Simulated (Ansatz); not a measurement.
Predict the output of the script below (Ansatz's Python interface).

`f2h2si.xyz`
```text
5

F    -1.04980    0.51750    1.00770
Si   -0.01440   -0.00950   -0.03570
F     1.22340   -0.54530    0.77130
H    -0.53170   -1.11080   -0.81830
H     0.42230    1.07450   -0.96630
```

`methods_f2h2si.py`
```python
"""F2H2Si at several levels of theory."""

from pathlib import Path

import ansatz
import numpy as np


def main() -> None:
    molecule = ansatz.Crystal.molecule_from_extxyz("f2h2si.xyz")

    calculation = molecule.calculation().basis(gaussian="def2-SVP")

    print("functional    E (Ha)        dipole (D)   HOMO (eV)  LUMO (eV)")
    for name in ["b3lyp", "cam_b3lyp", "pbe0", "pbe", "lda", "lc_wpbe"]:
        rep = calculation.functional(name).forces().orbitals().run(threads=1, backend="cpu", runs_dir="runs").report
        lines = Path(rep["orbitals_path"]).read_text().splitlines()
        field_of = lambda key: [line.split("=")[1].strip() for line in lines if line.startswith(key)]
        orbitals = [(27.211386 * float(e), s, float(n)) for e, s, n in zip(field_of("Ene="), field_of("Spin="), field_of("Occup="))]
        homo = max(e for e, _, n in orbitals if n > 0.5)
        lumo = min(e for e, _, n in orbitals if n < 0.5)
        dipole = 4.803205 * np.linalg.norm(rep["charge_distribution"]["dipole_moment_e_ang"])
        print(f"{name:10s} {rep['free_energy_ev'] / 27.211386246:14.6f} {dipole:9.3f} {homo:11.3f} {lumo:10.3f}")


if __name__ == "__main__":
    main()
```

```console
$ python methods_f2h2si.py
functional    E (Ha)        dipole (D)   HOMO (eV)  LUMO (eV)
b3lyp         -490.254347     1.232      -9.410      0.764
cam_b3lyp     -490.195356     1.270     -11.066      2.093
pbe0          -489.918188     1.278      -9.648      0.988
pbe           -489.884467     1.088      -8.069      0.072
lda           -487.779626     1.150      -8.092     -0.195
lc_wpbe       -490.036196     1.252     -12.430      3.410
```

Total energies depend on the basis set; only differences at equal settings carry meaning. The geometry is a force-field or estimated start, not a minimum of this method, and the basis set is short of its limit. A lower total doesn't mark the better method: functionals have no common bound, and MP2 and coupled cluster aren't variational. b3lyp holds the VWN-RPA fit, as in Gaussian; the form of ORCA and Turbomole is b3lyp5. Levels such as HOMO and LUMO are orbital energies: with these approximate functionals they aren't the ionisation energy and electron affinity, and their gap isn't the fundamental gap. Finished in 6.8 s on 1 thread of Arm Neoverse V1, on a shared host, peak memory 0.18 GiB.
